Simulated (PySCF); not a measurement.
# The bond of SiC, level by level

Aim: find the lowest electronic state of SiC, scan its bond at several levels of theory, and get bond length, wavenumber and dissociation energy from each curve.

The runs use PySCF 2.14.0; Si cc-pV(D+d)Z, C cc-pVDZ, no relativity.

**1. The job**

Settings of the job:

| Item | Value |
| --- | --- |
| atoms | Si, C |
| charge | 0 |
| basis | Si cc-pV(D+d)Z, C cc-pVDZ |
| Hamiltonian | no relativity |
| basis functions | 37 |
| electrons treated | 20 |
| masses in u | 27.9769, 12.0000 |
| levels | PBE0, PBE, r²SCAN, B3LYP, M06-2X, MN15, HSE06, HF, MP2, SCS-MP2, CCSD, CCSD(T) |
| grid | 80 radial by 434 angular points |
| occupations | held fixed by the projection of orbital angular momentum |
| dissociation limit | Si + C, each in its ground configuration |
| starting distance in angstrom | 1.825 |
| values of 2S to try | 0, 2, 4 |

Started as:

```console
> OMP_NUM_THREADS=1 python dia.py task.json out
```

Further steps of the session: The PBE0 curve of the state that the search chose; Higher solutions at PBE0; PBE (GGA); r²SCAN (meta-GGA); B3LYP; M06-2X (hybrid meta-GGA); MN15 (hybrid meta-GGA); HSE06 (range-separated hybrid); ROHF (mean field); MP2 and coupled cluster.

Q: Predict the outcome of this session. Wanted: for each run, Re; ωe; De; μ.

The runs gave:

Lowest PBE0 solution found, without spin–orbit coupling: ³Π (triplet), unpaired electrons σ ↑, π ↑. State 2 has its PBE0 minimum 0.32 eV higher, as a spin-mixed determinant (⟨S²⟩ = 1.02), so this is no gap between pure states. State 3 has its PBE0 minimum 0.36 eV higher. State 4 has its PBE0 minimum 0.64 eV higher, as a spin-mixed determinant (⟨S²⟩ = 1.01), so this is no gap between pure states. The other levels ran on the lowest alone.

| level | Re (Å) | ωe (cm⁻¹) | De (eV) | μ (D) |
| --- | --- | --- | --- | --- |
| ROHF | 1.683 | 1106 | 2.18 | -1.23 |
| ROHF-MP2 | 1.733 | 986 | 3.79 | n/a |
| ROHF-SCS-MP2 | 1.732 | 985 | 3.60 | n/a |
| ROHF-CCSD | 1.736 | 963 | 3.57 | n/a |
| ROHF-CCSD(T) | 1.747 | 935 | 3.80 | n/a |
| PBE | 1.738 | 949 | 4.72 | -1.49 |
| r²SCAN | 1.726 | 969 | 4.41 | -1.28 |
| B3LYP | 1.723 | 972 | 4.23 | -1.53 |
| PBE0 | 1.719 | 987 | 4.31 | -1.42 |
| HSE06 | 1.719 | 983 | 4.29 | -1.42 |
| MN15 | 1.710 | 1006 | 4.35 | -1.27 |
| M06-2X | 1.712 | 999 | 4.43 | -1.43 |

De is counted to Si + C in their ground configurations. A positive dipole means Si(−)C(+).

What this shows: The methods spread over 0.065 Å in bond length, from ROHF to ROHF-CCSD(T). Of the levels with a De here, ROHF gives the least (2.18 eV) and PBE the most (4.72 eV).

Correlated steps freeze 6 core orbitals. T1 is 0.055 near the minimum (highest on the curve 0.086), which may point to more than one leading configuration.
